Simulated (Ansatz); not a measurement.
Input file:

```yaml
crystal:
  periodic: [false, false, false]
  atoms:
    - {symbol: Ta, position_ang: [0.000000, 0.000000, 0.000000]}
    - {symbol: O, position_ang: [0.000000, 0.000000, 1.698600]}
basis:
  gaussian: {orbitals: def2-mTZVP}
total_charge: 1
magnetization: {spin_polarized: true, initial_magnetization: 4}
correlation: {method: ccsd, electrons: outside_noble_gas}
accuracy: high
scf: {lower_state_search: off}
output: {forces: true}
```

```sh
$ ansatz run in.yaml --threads 1 --pin off --events-out ev --progress --plain --max-ram 2393MiB
```

Log:

```
these checks for a lower state are left out or cut short: starts, cluster_reference, orbital_swaps, neighbouring_geometries, increment
1132 factors; integrals over basis functions are off by at most 1.0e-7 eV
mean field evaluation 1: about -3556.6471 eV, gradient 3.5e1 eV
mean field evaluation 2: about -3556.6477 eV, gradient 3.5e1 eV
mean field evaluation 4: about -3561.4476 eV, gradient 3.1e0 eV
mean field evaluation 8: about -3561.5730 eV, gradient 3.0e-1 eV
mean field evaluation 16: about -3561.6107 eV, gradient 8.6e-1 eV
mean field -3562.00303430 eV, -130.9011970981 hartree, gradient 1.5e-8 eV, S^2 6.007227; 1 other end points of the search recorded, 0 dependent functions left out
5 core orbitals not correlated: weight in the atoms' cores, before any rotation towards them, 0.935 or more for the frozen orbitals, at most 0.058 for the correlated occupied ones
reference -3562.00303430 eV, -130.9011970981 hartree; 7, 3 occupied and 48, 52 virtual orbitals, 1132 factors
second order -5.16312219 eV of doubles, -0.00000000 eV of singles
cycle   1  -5.20617327 eV  change   -4.3e-2 eV  update   8.7e-2
cycle   2  -5.38934194 eV  change   -1.8e-1 eV  update   3.3e-2
cycle   3  -5.47026553 eV  change   -8.1e-2 eV  update   2.0e-2
cycle   4  -5.47491970 eV  change   -4.7e-3 eV  update   8.4e-3
cycle   5  -5.47612711 eV  change   -1.2e-3 eV  update   5.6e-3
...
cycle  26  -5.48465861 eV  change    3.5e-7 eV  update   7.0e-8
cycle  27  -5.48465864 eV  change   -3.2e-8 eV  update   3.1e-8
cycle  28  -5.48465862 eV  change    2.6e-8 eV  update   1.8e-8
cycle  29  -5.48465862 eV  change  -3.2e-10 eV  update   1.2e-8
cycle  30  -5.48465862 eV  change   8.4e-10 eV  update   6.6e-9
cycle  31  -5.48465862 eV  change   -2.6e-9 eV  update   3.5e-9
cycle  32  -5.48465862 eV  change   -1.1e-9 eV  update   1.9e-9
cycle  33  -5.48465862 eV  change  -8.8e-10 eV  update   1.0e-9
cycle  34  -5.48465862 eV  change  -7.8e-10 eV  update  5.2e-10
the calculation of the forces begins
mean field evaluation 32: about -3562.0025 eV, gradient 4.6e-3 eV
Total energy: -3567.48769292 eV, -131.1027545849 hartree
Atom 0 at     0.000000     0.000000     0.000000 Å, force    -0.000000    -0.000000    -9.528599 eV/Å
Atom 1 at     0.000000     0.000000     1.698600 Å, force     0.000000     0.000000     9.528599 eV/Å
Dipole moment:    -0.000000    -0.000000    -0.606042 e Å
Checks for a lower state left out: starts, cluster_reference, orbital_swaps, neighbouring_geometries, increment
```

Forces (eV/Å):
```
Ta   0.000  0.000 -9.529
O    0.000  0.000  9.529
```

Ran on 1 thread of AMD EPYC 9R45, shared host: 8.5 s wall, 0.4 GiB peak host memory.
